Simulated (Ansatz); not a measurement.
Relaxation of CH5SSi (8 atoms, charge -1, multiplicity 1), to a largest force component of 0.02 eV/Å in at most 50 steps.

Computed with RKS PBE0/def2-SVP in Ansatz 0.2.0.

```xyz
8
Properties=species:S:1:pos:R:3
Si -0.645 0.246 -1.031
C 0.564 0.184 0.462
S 0.716 -1.559 0.911
H -1.944 0.102 -0.333
H -0.643 1.710 -1.313
H 0.244 0.719 1.363
H 1.565 0.542 0.202
H -0.260 -0.958 -1.721
```

Q: Where does it end, and by what steps?

A: It converged. Limits of this set-up: an anion without diffuse functions, the dipole of an ion depends on the origin. After 6 steps the energy has fallen by 0.913 eV; H8 moved furthest, 0.39 Å.

| step | energy less start (eV) | largest force component (eV/Å) | accepted |
| --- | --- | --- | --- |
| 0 | 0.0000 | 3.926 | yes |
| 1 | -0.7696 | 0.717 | yes |
| 2 | -0.8734 | 0.553 | yes |
| 3 | -0.8893 | 0.556 | yes |
| 4 | -0.9120 | 0.119 | yes |
| 5 | -0.9124 | 0.082 | yes |
| 6 | -0.9132 | 0.005 | yes |

```xyz
8
Properties=species:S:1:pos:R:3
Si -0.599 0.217 -0.807
C 0.657 0.178 0.562
S 0.478 -1.596 0.979
H -1.986 -0.097 -0.332
H -0.795 1.595 -1.492
H 0.399 0.876 1.384
H 1.667 0.471 0.210
H -0.224 -0.659 -1.964
```

The run took 24 s on 1 thread of Arm Neoverse V1, with other jobs on the host, peak memory 0.14 GiB.
